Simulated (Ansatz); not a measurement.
# H₃S+ (triplet): wave-function methods side by side at distance S1–H3 = 1.694 Å, 6-31G

Aim: climb from Hartree-Fock through coupled cluster and multireference methods for H₃S+ (triplet) at one geometry and basis, and see what each rung misses.

Method: 6-31G, core rule «outside noble gas», up to 5 orbitals frozen; program: Ansatz 0.2.0, Gaussian basis.

The runs, in order: UHF; CCSD(T) on ROHF; CCSD(T) on UHF; BCCD(T) on ROHF; CISD; CCSDT(Q) on ROHF; CCSDT(Q) on UHF; CISDTQ; CCSDTQ on ROHF; CCSDTQ on UHF; CASSCF and MRCISD+Q, 4 electrons in 4 orbitals; CASSCF and NEVPT2, 4 electrons in 4 orbitals; CASSCF and MRCISD+Q, 8 electrons in 7 orbitals; CASSCF and NEVPT2, 8 electrons in 7 orbitals; Full CI.

14 further runs of the same task are left out: 7 that didn't finish, 7 set aside as unsound or not needed.

## 1. What is computed

The geometry derives from a PBE0/def2-TZVP stationary point (not a proven minimum). One bond is set to the value named and the two fragments are kept rigid.

4 atoms, charge 1, spin multiplicity 3.

Atoms are counted from 1 here; the program's logs count them from 0.

Bond lengths: S1–H2 1.357 Å, S1–H4 1.520 Å. Angles: H2–S1–H4 89.9°.

## 2. UHF

File in.yaml:

```yaml
crystal:
  periodic: [false, false, false]
  atoms:
    - {symbol: S, position_ang: [0.000000, -0.039110, -0.004995]}
    - {symbol: H, position_ang: [0.000000, 1.318370, -0.004995]}
    - {symbol: H, position_ang: [0.000000, -0.036981, 1.689004]}
    - {symbol: H, position_ang: [0.000000, -0.037199, -1.525122]}
basis:
  gaussian: {orbitals: 6-31G}
total_charge: 1
magnetization: {spin_polarized: true, initial_magnetization: 2}
hamiltonian: {xc: hf}
output: {orbitals: {seedname: orbitals}}
```

The run is started by

```console
$ ansatz run in.yaml --threads 1 --pin off --events-out ev --progress --plain --max-ram 2393MiB
```

After this run come: CCSD(T) on ROHF; CCSD(T) on UHF; BCCD(T) on ROHF; CISD; CCSDT(Q) on ROHF; CCSDT(Q) on UHF; CISDTQ; CCSDTQ on ROHF; CCSDTQ on UHF; CASSCF and MRCISD+Q, 4 electrons in 4 orbitals; CASSCF and NEVPT2, 4 electrons in 4 orbitals; CASSCF and MRCISD+Q, 8 electrons in 7 orbitals; CASSCF and NEVPT2, 8 electrons in 7 orbitals; Full CI.

Before running them: what should the planned runs give, taken together? Wanted: FCI below the RHF energy; RMP2 from FCI; UMP2 from FCI; RCCSD from FCI; RCCSD(T) from FCI; UCCSD(T) from FCI; RCCSDT(Q) from FCI; UCCSDT(Q) from FCI; NEVPT2 pair from FCI.

As calculated:

```
                         quantity                                                                                                                                        value
         FCI below the RHF energy                                                                                                                                   -2.2214 eV
                    RMP2 from FCI                                                                                                                              +15.11 kcal/mol
                    UMP2 from FCI                                                                                                                              +14.50 kcal/mol
                   RCCSD from FCI                                                                                                                               +0.70 kcal/mol
                RCCSD(T) from FCI                                                                                                                               +0.20 kcal/mol
                UCCSD(T) from FCI                                                                                                                               +0.18 kcal/mol
               RCCSDT(Q) from FCI                                                                                                                               +0.01 kcal/mol
               UCCSDT(Q) from FCI                                                                                                                                0.00 kcal/mol
             NEVPT2 pair from FCI                                                                                                                               +7.61 kcal/mol
          NEVPT2 valence from FCI                                                                                                                               +3.45 kcal/mol
        MRCISD+Q valence from FCI                                                                                                                               +0.14 kcal/mol
levels within 1 kcal/mol (43 meV)  RCCSD, UCCSD, RCCSD(T), UCCSD(T), BCCD(T), RCCSDT, UCCSDT, CISDTQ, RCCSDT(Q), UCCSDT(Q), RCCSDTQ, UCCSDTQ, MRCISD valence, MRCISD+Q valence
                    T1 diagnostic                                                                                                                                        0.035
   effectively unpaired electrons                                                                                                                                         2.03
```

**Reading.** RCCSD(T) misses by +0.20 kcal/mol, 0.4 % of the correlation energy. One determinant dominates. Of the multireference levels listed MRCISD+Q valence comes nearest in total energy (+0.14 kcal/mol), which doesn't show that its space is the better one. These misses are within one basis, not against nature; the frozen cores of restricted and unrestricted runs differ, which can shift their rows.
